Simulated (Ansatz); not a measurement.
# NaC (quartet): from Hartree-Fock to the top rungs at distance C1–Na2 = 6.075 Å, cc-pVTZ

How much of the correlation energy of NaC (quartet) does each wave-function method recover here?

The runs use Ansatz 0.2.0, Gaussian basis; cc-pVTZ, core rule «outside noble gas», up to 6 orbitals frozen.

Plan: UHF; CCSD(T) on ROHF; CCSD(T) on UHF; BCCD(T) on ROHF; CCSDT(Q) on ROHF; CCSDT(Q) on UHF; Full CI.

55 further runs of the same task are left out: 42 for a known fault of the program, 10 that didn't finish, 3 set aside as unsound or not needed.

### 1 The system

The geometry derives from a PBE0/def2-TZVP stationary point (not a proven minimum). One bond is set to the value named and the two fragments are kept rigid.

2 atoms, charge 0, spin multiplicity 4.

Atoms are counted from 1 here; the program's logs count them from 0.

No contacts short enough for the rule that draws bonds.

### 2 UHF

in.yaml

```yaml
crystal:
  periodic: [false, false, false]
  atoms:
    - {symbol: C, position_ang: [0.000000, 0.000000, 0.000000]}
    - {symbol: Na, position_ang: [0.000000, 0.000000, 6.075000]}
basis:
  gaussian: {orbitals: cc-pVTZ}
magnetization: {spin_polarized: true, initial_magnetization: 3}
hamiltonian: {xc: hf}
output: {orbitals: {seedname: orbitals}}
```

Started as:

```console
ansatz run in.yaml --threads 1 --pin off --events-out ev --progress --plain --max-ram 2393MiB
```

The runs that follow: CCSD(T) on ROHF; CCSD(T) on UHF; BCCD(T) on ROHF; CCSDT(Q) on ROHF; CCSDT(Q) on UHF; Full CI.

**Question.** What will the summary of the whole plan be? Wanted: FCI from the RHF energy; RMP2 from FCI; UMP2 from FCI; RCCSD from FCI; RCCSD(T) from FCI; UCCSD(T) from FCI; RCCSDT(Q) from FCI; UCCSDT(Q) from FCI; T1 diagnostic.

**Answer**, as computed:

| quantity | value |
| --- | --- |
| FCI from the ROHF energy | -2.5752 eV |
| RMP2 from FCI | +622.2 meV |
| UMP2 from FCI | +617.6 meV |
| RCCSD from FCI | +71.6 meV |
| RCCSD(T) from FCI | +13.1 meV |
| UCCSD(T) from FCI | +10.2 meV |
| RCCSDT(Q) from FCI | -0.6 meV |
| UCCSDT(Q) from FCI | -3.5 meV |
| levels within 1 kcal/mol (43 meV) | RCCSD(T), UCCSD(T), BCCD(T), RCCSDT, UCCSDT, RCCSDT(Q), UCCSDT(Q) |
| T1 diagnostic | 0.018 |
| effectively unpaired electrons | 3.03 |

**Reading.** RCCSD(T) misses by +13.1 meV, 0.5 % of the correlation energy. UCCSDT, UCCSDT(Q) fall below full CI: unrestricted runs freeze a spin-polarised core, another one than full CI's, and coupled cluster isn't variational. One determinant dominates. These misses are within one basis, not against nature; the frozen cores of restricted and unrestricted runs differ, which can shift their rows.

Levels on UHF freeze UHF's core orbitals, full CI those of ROHF, so the U rows can settle a little off it for that reason alone.
